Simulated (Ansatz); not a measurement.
Relaxation of C₃H₇FOS (13 atoms, charge 0, multiplicity 1), to a largest force component of 0.02 eV/Å in at most 50 steps.

The calculation used RKS PBE/6-31G* in Ansatz 0.2.0.

```xyz
13
Properties=species:S:1:pos:R:3:forces:R:3
C -0.638 -1.313 1.395 -0.68 0.95 -0.12
S 0.938 -0.614 0.954 0.03 1.34 4.32
C 0.400 0.703 -0.195 2.46 2.31 -3.95
C 0.089 0.194 -1.547 -4.44 -0.16 0.22
O 1.487 1.621 -0.352 -0.62 -1.17 0.27
F -0.590 1.417 0.368 -1.30 -0.31 0.84
H -1.285 -0.490 1.836 0.57 -0.51 -0.74
H 1.880 -1.543 1.347 -0.20 -1.43 -0.92
H -0.559 -2.055 2.156 0.49 -1.24 0.58
H -0.248 1.025 -2.171 0.15 0.36 -0.32
H -0.875 -0.464 -1.465 1.52 0.53 0.01
H 0.850 -0.345 -2.023 1.55 -0.96 -0.60
H 1.597 1.950 0.560 0.47 0.28 0.42
```

Task: Where does it end, and by what steps?

Result: It converged. After 18 steps the energy has fallen by 2.947 eV; H9 moved furthest, 1.19 Å.

| step | energy less start (eV) | largest force component (eV/Å) | accepted |
| --- | --- | --- | --- |
| 0 | 0.0000 | 4.441 | yes |
| 1 | -1.2704 | 2.967 | yes |
| 2 | -1.8042 | 1.626 | yes |
| 3 | -2.0425 | 1.491 | yes |
| 4 | -2.2297 | 0.943 | yes |
| 5 | -2.3809 | 1.115 | yes |
| 6 | -2.5087 | 1.030 | yes |
| 7 | -2.6793 | 0.685 | yes |
| 8 | -2.8054 | 0.641 | yes |
| 9 | -2.8440 | 1.936 | yes |
| 10 | -2.8967 | 0.524 | yes |
| 11 | -2.9129 | 0.459 | yes |
| 12 | -2.9324 | 0.133 | yes |
| 13 | -2.9373 | 0.120 | yes |
| 14 | -2.9421 | 0.134 | yes |
| 15 | -2.9445 | 0.160 | yes |
| 16 | -2.9460 | 0.146 | yes |
| 17 | -2.9469 | 0.040 | yes |
| 18 | -2.9472 | 0.008 | yes |

```xyz
13
Properties=species:S:1:pos:R:3
C -0.542 -1.424 1.744
S 0.551 -0.209 1.445
C 0.463 0.873 -0.221
C 0.045 0.067 -1.420
O 1.711 1.446 -0.404
F -0.491 1.841 0.076
H -1.293 -1.157 2.489
H 1.698 -0.806 0.955
H -0.775 -2.178 0.988
H -0.141 0.733 -2.278
H -0.882 -0.482 -1.182
H 0.831 -0.654 -1.692
H 1.870 2.038 0.364
```

Whether the end is a true minimum wasn't checked by a vibrational analysis.

The run took 72 s on 2 threads of Intel(R) Xeon(R) Platinum 8259CL CPU @ 2.50GHz (Skylake/Cascade Lake), on a shared host, peak memory 0.19 GiB.
